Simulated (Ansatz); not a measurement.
We consider rutile MnO2, described by r²SCAN+rVV10 (PAW; Ansatz, an electronic-structure program).

Numerical settings: plane-wave cutoff 560 eV, 8×8×12 k mesh (along the axes of the cell as run), Fermi–Dirac smearing 0.01 eV, spin-polarised with opposed moments, scalar-relativistic PAW data made under PBE.

The cell is scaled about its equilibrium volume:

Shape and atoms are relaxed at each volume.

```
V (Å³/atom)  P (GPa)  direct gap at Γ (eV)  smallest gap on the k mesh (eV)  c (Å)
-----------  -------  --------------------  -------------------------------  -----
8.734          11.81                 0.829                            0.329  2.826
8.916           5.57                 0.774                            0.354  2.842
9.098           0.00                 0.716                            0.373  2.857
9.280          -4.96                 0.656                            0.386  2.871
9.462          -9.37                 0.594                            0.386  2.885
```

The fundamental gap (0.37 eV at the equilibrium volume, with added k points) lies elsewhere than Γ–Γ.

Note: the collinear magnetic order is the start's and need not be the measured one; without U or exact exchange, gaps and moments of open d shells tend to come out too small; the bulk modulus comes from volumes at which shape and atoms were relaxed.
